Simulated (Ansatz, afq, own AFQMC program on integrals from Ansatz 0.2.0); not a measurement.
**CH₂N, doublet in cc-pVDZ, levels against CCSDT(Q)**

```xyz
4

N     0.0000    0.0000    0.5594
C     0.0000    0.0000   -0.8396
H     0.0000    0.8569    1.1156
H     0.0000   -0.8569    1.1156
```

Connectivity, by distances: NH2–C.

Basis cc-pVDZ. Only valence electrons are correlated. AFQMC by an in-house program on the Cholesky factors that Ansatz 0.2.0 writes for its CCSD(T) run. The CISD trial takes its coefficients from CCSD amplitudes. Released means that phaseless walkers are propagated on without the constraint, phases kept. Free projection: walkers drawn from exp(T), propagated without any constraint. Its projection time is finite, and what remains of the start isn't in its error. ± is one standard error of the sampling.

Determinant: UHF, the one that the program's search chose, which needn't be the lowest solution. The geometry is a point of a scan.

No full CI on the walks' own integrals is used here; CCSDT(Q) serves as the reference and is uncertain by about the last step of the cluster series.

```
T1 diagnostic                               : 0.0217
weight of the determinant in the CISD state : 0.885
⟨S²⟩ of the determinant                     : 0.767
size of the correlated space                : 11 electrons in 36 orbitals
```

Reference: CCSDT(Q), correlation energy -8.128 eV. The released energy is read at 2.40 1/Eh (meV from the phaseless value at times in 1/Eh: 5 ± 16 at 0.24, -18 ± 15 at 0.51, -11 ± 14 at 0.99, -12 ± 15 at 1.62, -8 ± 23 at 2.40).

```tsv
level	E − E(reference) (meV)	share of correlation (%)
HF	8128.0	0.00
MP2	1040.0	87.20
CCSD	301.4	96.29
CCSD(T)	45.5	99.44
CCSDT	20.9	99.74
ph-AFQMC/HF	-23.1 ± 94.2	100.28
ph-AFQMC/CISD	31.9 ± 17.0	99.61
released AFQMC	24.0 ± 23.2	99.70
free AFQMC	17.8 ± 21.8	99.78
```

Free projections are given only where their last times agree within the noise and don't stop above the reference; a slow remainder of the start can still hide under it. A walk keeps the symmetry of its determinant, which the program's search chose and which needn't be the lowest solution, so a lower state of the same spin and another symmetry isn't excluded. Released energies are given only where the last usable release times agree within the noise; a slower fall can still hide under it.
